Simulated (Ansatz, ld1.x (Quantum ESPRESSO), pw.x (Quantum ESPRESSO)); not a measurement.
# Equation-of-state test of one ultrasoft potential (B (Z = 5))

```
Element                 : B
Generator               : ld1.x (Quantum ESPRESSO) 7.5
Type                    : ultrasoft
Functional              : PBEsol
Relativity              : scalar-relativistic
Frozen core             : [He]
Valence charge          : 3
Reference configuration : 2s2 2p1
Partial waves           : 2s (bound): rcut 1.45, rcutus 1.60 bohr; 2s channel at 1.05 Ry: rcut 1.45, rcutus 1.60 bohr; 2p (bound): rcut 1.60, rcutus 1.85 bohr; 2p channel at 1.3 Ry: rcut 1.60, rcutus 1.85 bohr; 3d channel at 0.05 Ry: rc 1.50 bohr
Local potential         : the d channel
Core correction         : Bessel-smoothed model core inside 1.10 bohr
Augmentation charge     : PSQ, radius 1.65 bohr
```

Crystal test: diamond B in pw.x 7.5, no spin, 11³ k-points, Fermi–Dirac smearing 0.01 Ry, cutoffs 40/320 Ry. The reference is all-electron LAPW (Ansatz 0.2.0) with the same functional, mesh and smearing; V0 and B0 come from Birch–Murnaghan fits to the pressures at five volumes. Errors are pseudo minus all-electron; Δ is the rms difference of the E(V) curves that follow from these fits, minima aligned, over ±6 % about the mean V0. Mesh and smearing are coarse, so the numbers serve the comparison and aren't converged zero-temperature values; the lattice is a test structure that the element need not adopt.

All-electron: a0 = 4.033 Å (V0 = 8.20 Å³/atom), B0 = 182.1 GPa.

Q: How far does the potential miss the all-electron equation of state?

A: mean pressure error (GPa): -15.16. The pressure does not cross zero within the volumes sampled, so no fit is given. The largest radius (1.85 bohr) exceeds half the bond length (1.65 bohr), so the spheres overlap, which is one possible source of error among others. This is a poor potential for the solid. Atomic configuration tests: test run stopped at test 1 of 7 (negative rho).

| V (Å³/atom) | P all-electron (GPa) | P pseudo (GPa) |
| --- | --- | --- |
| 7.786 | 10.30 | -6.62 |
| 7.991 | 4.90 | -11.08 |
| 8.196 | 0.07 | -15.03 |
| 8.401 | -4.24 | -18.53 |
| 8.606 | -8.09 | -21.63 |

Q: At the middle volume, how do free energy and pressure move when the wave cutoff is lowered (ecutrho held at 320 Ry)?

A:

```
cutoff (Ry)  shift of F (meV/atom)  shift of P (GPa)
         18                  +97.9             -4.99
         24                  +16.3             -0.48
         32                   +4.3             +0.09
```

The run at the middle volume (56 k-points, 10 iterations) took about 8.7 s on one core of a shared host (Neoverse-N1, 64 threads, 124 GiB, load 60).
